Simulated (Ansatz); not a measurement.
**Worked example: SiN⁺, quintet against SiN⁺, triplet**

Geometry (PBE0/def2-TZVP stationary point of a triplet), kept for both states (SiN⁺, triplet: Π; SiN⁺, quintet: Π):

```yaml
atoms:
  - { symbol: Si, position_ang: [0.0000, 0.0000, 0.0000] }
  - { symbol: N, position_ang: [0.0000, 0.0000, 1.7854] }
```

Basis 6-31G; Ansatz 0.2.0. Correlated methods freeze the noble-gas cores. Prefix R: restricted or restricted open-shell reference; prefix U: unrestricted.

Full CI is exact within this basis and frozen core; it isn't the basis-set limit. The frozen core follows each run's orbitals, which can shift R against U totals by a few meV.

Unrestricted rows (U, and Kohn–Sham where it breaks symmetry) aren't spin-pure: their determinants' ⟨S²⟩ exceeds S(S+1) by up to 0.61, so they mix in states of higher spin. Coupled cluster chose its determinant by a search with trial CCSD, here up to 0.09 eV above the lowest Hartree–Fock solution of its kind, and MP2 stands on that determinant too.

```csv
level,"E(SiN⁺, triplet) (hartree)","E(SiN⁺, quintet) (hartree)"
UMP2,-342.980959,-342.919441
UCCSD(T),-343.029821,-342.945498
PBE,-343.486146,-343.392365
full CI,-343.032974,-342.946084
```

Problem. Give the vertical gap, SiN⁺ quintet less SiN⁺ triplet, at each level in eV (1 hartree = 27.2114 eV), and each error against full CI.

Solution. full CI: (-342.946084 − (-343.032974)) × 27.2114 = 2.364 eV (the reference)
PBE: (-343.392365 − (-343.486146)) × 27.2114 = 2.552 eV, error 0.188 eV
UCCSD(T): (-342.945498 − (-343.029821)) × 27.2114 = 2.295 eV, error -0.069 eV
UMP2: (-342.919441 − (-342.980959)) × 27.2114 = 1.674 eV, error -0.690 eV

Total energies of functionals can't be set beside those of wave-function methods, since they hold the core's correlation and their own absolute errors; only the differences compare.

The set has no polarisation functions, so the order and spacing of states can differ from the basis-set limit.

In so small a basis the reference is far from its limit while semilocal and hybrid functionals are nearer theirs, so the functionals' errors here hold much of the reference's basis and frozen-core error, which can add to them or hide them.

Each level lands on the state that its own search finds. T1 diagnostics of restricted CCSD: 0.079 and 0.057.
